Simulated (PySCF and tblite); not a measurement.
The numbers below are computed, except where a source is named.
Molecule: C₃H₆O₂, numbered as in [CH2:1]1[CH2:2][O:3][CH2:4][O:5]1; H named by carrier, a and b as here (phase angle P 216°, Å):

```
C1      -0.254    1.053    0.001
C2      -1.011   -0.274    0.230
O3      -0.046   -1.277   -0.035
C4       1.195   -0.631   -0.132
O5       0.950    0.652   -0.619
H1a     -0.768    1.739   -0.671
H1b     -0.046    1.554    0.956
H2a     -1.843   -0.412   -0.466
H2b     -1.378   -0.358    1.259
H4a      1.680   -0.586    0.865
H4b      1.834   -1.172   -0.833
```

The ring 1–2–3–4–5 is held at Altona–Sundaralingam phase angles P (ν_j = ν_max cos(P + 144°(j − 2)), ν_j about the bond from ring atom j to j + 1, counted from 0) and the rest relaxed at GFN2-xTB. Energies: PBE0/pcSseg-1 + D3(BJ), IEF-PCM benzene. Couplings: B3LYP/6-31G* with H pcJ-1, gas phase, for ¹H. (tblite 0.8, PySCF 2.14.)

One held structure gave ³J(H1a,H2b) = 0.5, ³J(H1b,H2a) = 10.1, ³J(H1b,H2b) = 7.1, ³J(H1a,H2a) = 6.6, ²J(H4a,H4b) = -0.1, ⁴J(H2b,H4a) = -0.6, ⁴J(H1a,H4b) = -1.3, ⁴J(H2a,H4b) = -0.8 Hz.

(1) At which phase angle P was it held?
A. 36°
B. 180°
C. 0°
D. 288°
E. 324°
F. 108°
G. 144°
H. 72°
I. 216°
J. 252°

Answers

(1) J. It lies 0.24 kcal/mol above the lowest point.
